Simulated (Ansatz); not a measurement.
# CH5Si2: the cost of one run

All numbers below are computed with Ansatz 0.2.0 (UKS PBE0-D4/6-31G*).

## (1) The structure to begin with

Bond lengths: Si1–C2 1.743 Å, C2–Si3 1.840 Å, Si1–H4 1.464 Å, Si1–H5 1.465 Å, Si3–H6 1.471 Å, Si3–H7 1.471 Å, Si3–H8 1.475 Å. Angles: Si1–C2–Si3 151.7°, C2–Si1–H4 125.9°, C2–Si1–H5 126.1°, H4–Si1–H5 107.4°, C2–Si3–H6 108.2°, C2–Si3–H7 108.6°, C2–Si3–H8 115.9°, H6–Si3–H7 108.5°, H6–Si3–H8 107.6°, H7–Si3–H8 107.7°.

Coordinates:

```xyz
8

Si   -0.7398    1.3841   -1.1199
C    -0.0849   -0.1020   -0.4859
Si    0.5970   -1.1156    0.8894
H    -2.1605    1.7135   -1.2414
H     0.0127    2.4303   -1.8161
H    -0.2987   -2.2623    1.1039
H     1.9181   -1.6234    0.4874
H     0.7561   -0.4246    2.1827
```

## (2) End point A

input.yaml reads:

```yaml
crystal:
  periodic: [false, false, false]
  atoms:
    - { symbol: Si, position_ang: [-0.73976, 1.38406, -1.11991] }
    - { symbol: C, position_ang: [-0.08494, -0.10198, -0.48594] }
    - { symbol: Si, position_ang: [0.59698, -1.11557, 0.88944] }
    - { symbol: H, position_ang: [-2.16054, 1.71349, -1.2414] }
    - { symbol: H, position_ang: [0.01274, 2.43029, -1.81615] }
    - { symbol: H, position_ang: [-0.29868, -2.26234, 1.10389] }
    - { symbol: H, position_ang: [1.91811, -1.62339, 0.48735] }
    - { symbol: H, position_ang: [0.75609, -0.42456, 2.18272] }
magnetization:
  spin_polarized: true
  initial_magnetization: 1
basis:
  gaussian: { orbitals: "6-31G*" }
hamiltonian:
  xc: pbe0
  dispersion: d4
relax:
  f_tol: 0.015
  max_steps: 40
output:
  orbitals: {}
```

Started as:

```bash
> ansatz run input.yaml --threads 1 --pin off --max-ram 2048MiB --backend cpu --events-out ev --progress --plain --runs-dir out
```

Q: Estimate wall time and peak memory on 1 thread of Arm Neoverse V2, shared host.

About 30 s, with a peak of 0.16 GiB.
